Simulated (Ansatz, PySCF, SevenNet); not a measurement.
Zinc-blende GaSb, cohesive energy

Reference value: 3.03 eV/atom (measured, zero-point energy (9/8 kB θD) added and atomic spin-orbit splittings removed, spin-orbit-averaged atoms; as tabulated in Paulus et al. (1996), arXiv:cond-mat/9605064).

Problem. What do SevenNet-l3i5, LDA, PBE, r²SCAN, B3LYP (VWN-RPA form), Hartree–Fock, MP2 give, and how far is each from the reference?

Solution. 
```tsv
level (code)	value (eV/atom)	cell (Å³/atom)	error (eV/atom)
SevenNet-l3i5	2.86	29.31	-0.17
LDA (Ansatz)	3.67	27.66	+0.64
PBE (Ansatz)	2.82	29.99	-0.21
r²SCAN (Ansatz)	2.93	28.82	-0.10
B3LYP (VWN-RPA form) (Ansatz)	2.47	30.38	-0.56
Hartree–Fock (PySCF)	1.46 ± 0.1	29.71	-1.57
MP2 (PySCF)	3.26 ± 0.2	28.85	+0.23
```

Leaving aside SevenNet-l3i5 (doubt noted below): Closest of the ranked levels: r²SCAN (-0.10 eV/atom). Among them Hartree–Fock (-1.57 eV/atom) misses by most. Within 0.3 eV/atom: PBE, r²SCAN, MP2.

Free atoms are spin-polarised, in the lowest state found; at levels without +SOC their spin–orbit coupling is left out.  A ± on a computed value is a rough bar: the spread of its extrapolation, a floor set from checks against published values, or a statistical error. Density-functional levels without +SOC have no spin–orbit coupling, which shifts binding energies of heavy elements. SevenNet-l3i5: free atoms can lie outside what these potentials were trained on. Each level is taken at its own relaxed cell. Cutoffs and k meshes differ between the levels. Ansatz's density-functional and Hartree–Fock values are scalar-relativistic unless marked +SOC, with PAW data made under PBE.

Machine-learned potentials (SevenNet-l3i5) are trained on DFT data: a solid inside that data is no test of them.

Differences are worked out from the printed values.

Ansatz is a first-principles code.
